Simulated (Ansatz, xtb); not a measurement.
Relaxing a trial structure of BH2MgS

The starting geometry of this gas-phase doublet was built from a drawn formula by distance geometry and a force field; its bonds are those of `[BH]1[Mg][SH]1`.

```yaml
atoms:
  - { symbol: B, position_ang: [-1.3235, 1.1800, -0.1256] }
  - { symbol: Mg, position_ang: [0.7637, 0.3478, 0.7312] }
  - { symbol: S, position_ang: [-1.2223, -0.6268, 0.4034] }
  - { symbol: H, position_ang: [-1.8482, 2.0132, -0.7541] }
  - { symbol: H, position_ang: [-1.8460, -0.7959, 1.6831] }
```

Problem. Predict what it relaxes into with r2SCAN-D4/def2-SVP.

Solution. A bond breaks, leaving `[Mg][BH]S`. Contacts that open: Mg2–S3 (2.24 → 3.51 Å).

The energy falls by 1.81 eV over 15 steps:

| step | E − E(last) (eV) |
| --- | --- |
| 1 | 1.811 |
| 3 | 1.165 |
| 4 | 1.078 |
| 6 | 0.818 |
| 7 | 0.633 |
| 9 | 0.267 |
| 10 | 0.092 |
| 12 | 0.010 |
| 13 | 0.000 |
| 15 | 0.000 |

Final geometry (Å):

```xyz
5

B    -0.8951    0.7935    0.2109
Mg    1.4171    1.0777    0.0303
S    -1.4527   -0.7278    0.9323
H    -1.7321    1.5931   -0.1449
H    -2.8134   -0.6182    0.9094
```

From the same start GFN2-xTB reaches the same bonding as this run.

No frequencies were run, so the end isn't proven a minimum. Open shells are spin-unrestricted. Run with Ansatz 0.2.0, 89 s on 1 thread of Intel(R) Xeon(R) Platinum 8488C (Sapphire Rapids) (shared host).
